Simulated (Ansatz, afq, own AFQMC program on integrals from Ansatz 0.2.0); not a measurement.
## Where AFQMC and coupled cluster stand for GaBr⁺, doublet

```xyz
2

Ga    0.0000    0.0000    0.0000
Br    0.0000    0.0000    2.2452
```

Basis cc-pVDZ. Noble-gas cores (and the filled d shells of Ga–Kr and In–Xe) are frozen. AFQMC by an in-house program on the Cholesky factors that Ansatz 0.2.0 writes for its CCSD(T) run. The CISD trial takes its coefficients from CCSD amplitudes. Released means that phaseless walkers are propagated on without the constraint, phases kept. Free AFQMC starts from the CCSD state and is never constrained. Its projection time is finite, and what remains of the start isn't in its error. Uncertainties: one standard error, sampling alone. No spin–orbit coupling.

Determinant: UHF, the one that the program's search chose, which needn't be the lowest solution. The geometry is a point of a scan.

No full CI on the walks' own integrals is used here; CCSDT(Q) serves as the reference and is uncertain by about the last step of the cluster series.

Cautions: no relativity below Rb; no spin-orbit coupling; inner d shell frozen; the released energies move by 1.5 errors or more from one time to the next, so no released level is given (meV from the phaseless value at times in 1/Eh: -11 ± 9 at 0.24, -22 ± 11 at 0.51, -27 ± 7 at 0.99, -13 ± 8 at 1.62, -37 ± 10 at 2.40), though the last usable value meets CCSDT(Q) within the noise.

```
T1 diagnostic                               : 0.0213
weight of the determinant in the CISD state : 0.908
⟨S²⟩ of the determinant                     : 0.771
size of the correlated space                : 9 electrons in 26 orbitals
```

Reference: CCSDT(Q), correlation energy -4.305 eV.

```
        level  E − E(reference) (kcal/mol)  share of correlation (%)
           HF                        99.28                      0.00
          MP2                        14.02                     85.87
         CCSD                         3.53                     96.45
      CCSD(T)                         0.71                     99.28
        CCSDT                         0.27                     99.73
  ph-AFQMC/HF                 -0.66 ± 0.79                    100.66
ph-AFQMC/CISD                  0.71 ± 0.20                     99.29
   free AFQMC                  0.25 ± 0.28                     99.75
```

Free projections are given only where their last times agree within the noise and don't stop above the reference; a slow remainder of the start can still hide under it. A walk keeps the symmetry of its determinant, which the program's search chose and which needn't be the lowest solution, so a lower state of the same spin and another symmetry isn't excluded.
